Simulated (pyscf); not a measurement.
Thermochemistry of product channels of H₃C–ZnH (SMILES [CH3][ZnH]) + H₂O (SMILES O) on the singlet surface, in kJ/mol, from ωB97M-D3(BJ)/def2-TZVP energies (ideal gas, 1 atm, RRHO with modes under 100 cm⁻¹ raised to 100, one conformer, R ln 2 for chiral ones without a mode under 150 cm⁻¹). Optimised with ωB97X-D3(BJ)/def2-SVP in PySCF.

| products | ΔE | ΔH(298 K) | ΔG(600 K) | ΔG(1200 K) |
|---|---|---|---|---|
| HO–CH₂–ZnH (SMILES O[CH2][ZnH]) + H₂ (SMILES [H][H]) | +135.6 | +121.9 | +131.9 | +136.0 |
| CH₄ (SMILES C) + HO–ZnH (SMILES [OH][ZnH]) | -69.8 | -68.8 | -65.8 | -60.9 |

These are energies of the channels, which say nothing of barriers. HO–CH₂–ZnH lies 73.7 kJ/mol over its isomer H₃C–O–ZnH (electronic energy, ωB97M-D3(BJ)/def2-TZVP). Elements up to Kr have no core potential and no relativistic terms here.
